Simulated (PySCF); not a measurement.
**CH₄ + 2 O₂ → CO₂ + 2 H₂O**

Level: B3LYP in the def2-TZVP basis family, all electrons, no relativity, computed in PySCF with density fitting; open shells unrestricted.

```csv
species,state and structure,E (Eh),ZPE (kJ/mol),H(298 K) − H(0) (kJ/mol),S° (J/(mol K))
CH₄,"singlet, Td, C–H 1.089 Å (×4)",-40.53759,117.1,10.0,186.1
O₂,"triplet, D∞h, O–O 1.204 Å",-150.38977,9.8,8.7,205.0
CO₂,"singlet, D∞h, C–O 1.160 Å (×2)",-188.66994,30.7,9.3,213.6
H₂O,"singlet, C2v, O–H 0.963 Å (×2); H–O–H 105.2°",-76.46303,55.6,9.9,188.8
```

Problem. What is the electronic reaction energy?

Solution. At B3LYP/def2-TZVP, ΔE = -732.2 kJ/mol from the differences of the total energies times 2625.5, downhill. 

Problem. Add zero-point, thermal and entropy terms for 298.15 K and 1 bar.

Solution. ΔZPE = 5.2 and Δ[H(298) − H(0)] = 1.7 kJ/mol give ΔH° = -725.3 kJ/mol. ΔS° = -4.9 J/(mol K), so ΔG° = -725.3 − 298.15 × (-0.0049) = -724 kJ/mol.

The structures come from searches over a few start shapes, so lower isomers are not excluded.
